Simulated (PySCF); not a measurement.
# CHFO (formyl fluoride): levels of theory compared

We compute a comparison of 6 runs (B2PLYP/STO-6G, B3LYP/STO-6G, PBE0/STO-6G, wB97X-V/STO-6G, CCSDT(Q)/STO-6G, NEVPT2(2,2)/STO-6G) of CHFO (formyl fluoride). Input form: a Python script.

The results are computed with PySCF 2.14.0.

4 further runs of the same task are left out: 4 set aside as unsound or not needed.

## (1) Starting point

CHFO: 4 atoms, total charge 0, spin state singlet. SMILES: `O=CF`. The shape is that of a PBE0-D4/def2-TZVP optimisation.

Bond lengths: O1–C2 1.174 Å, C2–F3 1.336 Å, C2–H4 1.097 Å. Angles: O1–C2–F3 122.9°, O1–C2–H4 127.8°, F3–C2–H4 109.3°.

## (2) The energy at B2PLYP/STO-6G (run 1)

Input file calc.py:

```python
from pyscf import gto, dft, mp

mol = gto.M(
    atom=[
    ('O', (-0.889340, 0.201180, 0.827740)),
    ('C', (-0.046400, 0.067520, 0.021620)),
    ('F', (0.585200, -1.091810, -0.181820)),
    ('H', (0.350540, 0.823120, -0.667550)),
],
    charge=0,
    spin=0,
    verbose=3,
    basis='sto-6g',
    max_memory=1860,
)

myscf = dft.RKS(mol)
myscf.xc = '0.53*HF + 0.47*B88, 0.73*LYP'
myscf.conv_tol = 1e-10
myscf.grids.level = 5
myscf.kernel()
if not myscf.converged:
    myscf = myscf.newton().run(myscf.mo_coeff, myscf.mo_occ)

pt = mp.MP2(myscf, frozen=3).run()
e_tot = myscf.e_tot + 0.27 * pt.e_corr
print('PT2 part  %.8f' % (0.27 * pt.e_corr))
print('Final energy', e_tot)
```

Launch:

```
$ OMP_NUM_THREADS=1 python calc.py
```

Standard output:

```text
converged SCF energy = -212.474170837767
E(RMP2) = -212.660192432873  E_corr = -0.186021595105132
E(SCS-RMP2) = -212.662104349444  E_corr = -0.187933511676833
PT2 part  -0.05022583
Final energy -212.5243966684458
```

Wall time 4.2 s (1 thread of Intel Xeon Platinum 8259CL at 2.50GHz (Skylake/Cascade Lake), shared host); peak memory 0.19 GiB.

## (3) The energy at B3LYP/STO-6G (run 2)

Input file start.xyz:

```xyz
4
CHFO
O     -0.889340     0.201180     0.827740
C     -0.046400     0.067520     0.021620
F      0.585200    -1.091810    -0.181820
H      0.350540     0.823120    -0.667550
```

Input file run.py:

```python
# formyl fluoride
from pyscf import gto, dft

system = gto.M(
    atom='start.xyz',
    verbose=3,
    max_memory=1860,
    spin=0,
    basis='sto-6g',
)

mf = dft.RKS(system)
mf.xc = 'b3lyp'
mf.conv_tol = 1e-10
mf.grids.level = 5
mf.kernel()
if not mf.converged:
    mf = mf.newton().run(mf.mo_coeff, mf.mo_occ)

etot = mf.e_tot
print('E(%s) = %.9f' % ('B3LYP', etot))
```

Launch:

```
$ OMP_NUM_THREADS=1 python run.py
```

Standard output:

```text
converged SCF energy = -212.780909747213
E(B3LYP) = -212.780909747
```

Run time: 6 s. Hardware: 1 thread of Intel Xeon Platinum 8259CL at 2.50GHz (Skylake/Cascade Lake), shared host; peak memory 0.18 GiB.

Runs 3 to 5 aren't shown in full; the table further down has their settings and results.

## (4) The energy at NEVPT2(2,2)/STO-6G (run 6)

Input file input.py:

```python
# formyl fluoride
import numpy
from pyscf import gto, scf, mp, mcscf, mrpt

mol = gto.Mole()
mol.atom = '''
O     -1.680609     0.380175     1.564202
C     -0.087683     0.127594     0.040856
F      1.105868    -2.063222    -0.343590
H      0.662425     1.555471    -1.261487
'''
mol.max_memory = 1860
mol.verbose = 3
mol.basis = 'sto-6g'
mol.spin = 0
mol.unit = 'bohr'
mol.build()

mf = scf.RHF(mol)
mf.conv_tol = 1e-10
mf.kernel()
if not mf.converged:
    mf = mf.newton().run(mf.mo_coeff, mf.mo_occ)

pt = mp.MP2(scf.addons.convert_to_uhf(mf)).run()
noons, natorbs = mcscf.addons.make_natural_orbitals(pt)
print('natural occupations', numpy.round(noons[:40], 4))
cas = mcscf.CASSCF(mf, 2, 2)
cas.fix_spin_(ss=0.0)
cas.natorb = True
cas.kernel(natorbs)
e_pt2 = mrpt.NEVPT(cas).kernel()
etot = cas.e_tot + e_pt2
print(f'total energy: {etot:.8f} hartree')
```

Launch:

```
$ OMP_NUM_THREADS=1 python input.py
```

Standard output:

```text
converged SCF energy = -211.835178869734
E(UMP2) = -211.967956806621  E_corr = -0.132777936887009
E(SCS-UMP2) = -211.970863511039  E_corr = -0.135684641304684
natural occupations [2.     2.     2.     1.9994 1.9982 1.9978 1.9931 1.9904 1.9889 1.9834
 1.9799 1.9481 0.061  0.0269 0.02   0.013 ]
CASSCF energy = -211.879559945625
CASCI E = -211.879559945625  E(CI) = -1.57821907439035  S^2 = 0.0000000
Sr    (-1)',   E = -0.00000000000000
Si    (+1)',   E = -0.00000000000021
Sijrs (0)  ,   E = -0.04895334232981
Sijr  (+1) ,   E = -0.00957338388161
Srsi  (-1) ,   E = -0.00008730009072
Srs   (-2) ,   E = -0.00026154188131
Sij   (+2) ,   E = -0.00207096773760
Sir   (0)' ,   E = -0.02959325534967
Nevpt2 Energy = -0.090539791270930
total energy: -211.97009974 hartree
```

Run time: 1.2 s. Hardware: 1 thread of Intel Xeon Platinum 8259CL at 2.50GHz (Skylake/Cascade Lake), shared host; peak memory 0.12 GiB.

## (5) All runs side by side

| run | level | frozen core orbitals | nlc grid | energy (Eh) | dipole moment (D) of the reference | HOMO energy (eV) | LUMO energy (eV) | wall time |
| --- | --- | --- | --- | --- | --- | --- | --- | --- |
| 1 | B2PLYP/STO-6G | 3 | – | -212.524397 | 1.42 | -7.72 | 4.36 | 4.2 s |
| 2 | B3LYP/STO-6G | – | – | -212.780910 | 1.35 | -5.55 | 2.28 | 6 s |
| 3 | PBE0/STO-6G | – | – | -212.600811 | 1.37 | -5.86 | 2.57 | 6.3 s |
| 4 | wB97X-V/STO-6G | – | 1 | -212.744825 | 1.36 | -8.28 | 5.25 | 27 s |
| 5 | CCSDT(Q)/STO-6G | 3 | – | -211.996256 | 1.51 | -10.78 | 7.60 | 4.8 s |
| 6 | NEVPT2(2,2)/STO-6G | – | – | -211.970100 | 1.51 | -10.78 | 7.60 | 1.2 s |

## (6) Outcome

| quantity | value |
| --- | --- |
| run 6: total energy | -211.97010 Eh |
| run 6: dipole moment (Hartree–Fock density) | 1.51 D |
| run 6: HOMO energy (Hartree–Fock orbitals) | -10.78 eV |
| run 6: LUMO energy (Hartree–Fock orbitals) | 7.60 eV |
| run 6: HOMO–LUMO gap (Hartree–Fock orbitals) | 18.38 eV |

Over runs 1, 2, 3, 4 the dipole moment (its size) runs from 1.35 D (B3LYP/STO-6G) to 1.42 D (B2PLYP/STO-6G). A double hybrid's value is that of its SCF part. Over runs 1, 2, 3, 4 the HOMO–LUMO gap runs from 7.83 eV (B3LYP/STO-6G) to 13.53 eV (wB97X-V/STO-6G). Totals of different functionals can't be ranked against each other. In runs 1, 2, 3, 4, 5, 6 the basis is minimal, so the values are rough. All runs together took 50 s, the longest 27 s.
